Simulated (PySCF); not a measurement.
Electronic absorption of C4H7F

Compound: C₄H₇F.
SMILES with atom numbers: `[CH2:1]=[CH:2][C@H:3]([CH3:4])[F:5]` (hydrogens: H6, H7 on C1; H8 on C2; H9 on C3; H10, H11, H12 on C4)

The calculation used PySCF, TDDFT CAM-B3LYP/def2-SVPD, vertical, gas phase, core orbitals frozen in the response. Isolated species at its PBE0-D3(BJ)/def2-SVP geometry (one conformer only). Torsions of this conformer, `[CH2:1]=[CH:2][C@H:3]([CH3:4])[F:5]`: C1–C2–C3–C4 120°.

Question: List the vertical singlet excitations with oscillator strengths and describe the spectrum.

Answer: 

```tsv
state	E (eV)	E (kJ/mol)	λ (nm)	f	main configurations (H = HOMO, L = LUMO)
S1	7.33	707	169.2	0.149	H→L (59%), H→L+1 (26%)
S2	7.54	728	164.4	0.332	H→L+1 (60%), H→L (34%)
S3	8.09	780	153.3	0.0041	H-1→L (68%), H-1→L+1 (13%)
S4	8.16	787	152.0	0.011	H→L+2 (75%), H→L+3 (10%)
S5	8.55	824	145.1	0.0081	H→L+4 (74%), H→L+3 (9%)
S6	8.79	848	141.1	0.029	H→L+3 (73%), H→L+2 (9%)
S7	9.08	876	136.6	0.0036	H-3→L (47%), H-1→L (12%), H-2→L (12%)
S8	9.30	897	133.3	0.0014	H-2→L (74%), H-3→L (12%)
S9	9.32	899	133.0	0.0079	H-1→L+1 (74%), H-1→L (9%)
S10	9.35	902	132.6	0.016	H→L+5 (83%)
```

Triplets, Tamm–Dancoff:

```json
{"state": "T1", "E (eV)": "4.40", "λ (nm)": "281.8", "main configurations (H = HOMO, L = LUMO)": "H→L (70%), H→L+1 (21%)"}
{"state": "T2", "E (eV)": "7.23", "λ (nm)": "171.5", "main configurations (H = HOMO, L = LUMO)": "H→L+1 (68%), H→L (14%)"}
{"state": "T3", "E (eV)": "7.64", "λ (nm)": "162.3", "main configurations (H = HOMO, L = LUMO)": "H-1→L (66%), H-1→L+1 (14%)"}
{"state": "T4", "E (eV)": "8.00", "λ (nm)": "154.9", "main configurations (H = HOMO, L = LUMO)": "H→L+2 (75%), H→L+3 (11%)"}
```

The lowest singlet lies at 7.33 eV (169 nm, vacuum ultraviolet) and is of moderate strength; its leading configuration is HOMO→LUMO (59%). The most intense listed level is S2 at 7.54 eV (164 nm, f = 0.332), 0.21 eV above S1. Löwdin shares by element: HOMO carbon 81% or more (atoms not listed hold the other 19%); LUMO carbon 68% (atoms not listed hold the other 32%). Of the 10 states listed, 5 reach f = 0.01 and none stays under 0.0005. Orbital energies (eV): HOMO-3 -12.18, HOMO-2 -11.42, HOMO-1 -10.93, HOMO -9.03, LUMO 1.10, LUMO+1 1.55, LUMO+2 2.09. Weighted by f, the mean energy of these states is 7.67 eV. The vertical ionisation energy (ΔSCF) is 10.02 eV, 0.67 eV above S10. Singlets were solved by full linear response, triplets in the Tamm–Dancoff approximation.
